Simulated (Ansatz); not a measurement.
Ideal-gas functions of C3H3ClO, SMILES `ClC1=CCO1` at 400 K and 1 bar, from an Ansatz frequency run at PBE0-D4/def2-TZVP.

Molar mass 90.51 g/mol, point group Cs (symmetry number 1), electronic degeneracy 1, moments of inertia 36.332, 179.507, 212.554 u Å². Harmonic wavenumbers (cm⁻¹, unscaled): 240, 338, 533, 615, 664, 924, 943, 999, 1002, 1119, 1165, 1206, 1312, 1482, 1665, 3085, 3150, 3324.

Use S(trans) = R[1.5 ln M + 2.5 ln T − 1.1517]; rotational temperatures θ = 24.2544 K / I; S(rot) = R[ln(√π/σ · √(T³/θAθBθC)) + 1.5]; for each mode x = 1.438777 ν̃/T, S = R[x/(eˣ − 1) − ln(1 − e⁻ˣ)] and H = RT x/(eˣ − 1); 1 cm⁻¹ = 0.0119627 kJ/mol; R = 8.31446 J/(mol·K).

Task: By hand: the entropy, in J/(mol·K).

Result: Translation 171.2. Rotation: θ = 0.6676, 0.1351, 0.1141 K, giving 111.0. Vibration, mode by mode: 9.79, 7.18, 4.07, 3.22, 2.81, 1.34, 1.27, 1.08, 1.07, 0.76, 0.66, 0.59, 0.43, 0.26, 0.15, 0.00, 0.00, 0.00, in all 34.7. Electronic 0.0. Sum 316.9 J/(mol·K).

Task: By hand: H − E and G − E in kJ/mol, counted from the electronic energy.

Result: Zero-point energy ½ × 23766 × 0.0119627 = 142.2; thermal vibration 9.0; translation, rotation and pV give 4 RT = 13.3. H − E = 164.5 kJ/mol, and G − E = 164.5 − 400 × 316.9/1000 = 37.7 kJ/mol.

Vibration gives 11 % of the entropy.
